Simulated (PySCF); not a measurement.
Cartesian coordinates (Å):
```xyz
1

F      0.0000     0.0000     0.0000
```
Charge 0, spin multiplicity 2.

**Question.** What dipole moment, highest occupied spin orbital and total energy does PBE-D3(BJ)/def2-TZVP (PySCF) give?

**Answer.** 
```yaml
dipole_moment: 0.000 e·Å
highest_occupied_spin_orbital: -10.14 eV
total_energy: -2712.14 eV
```
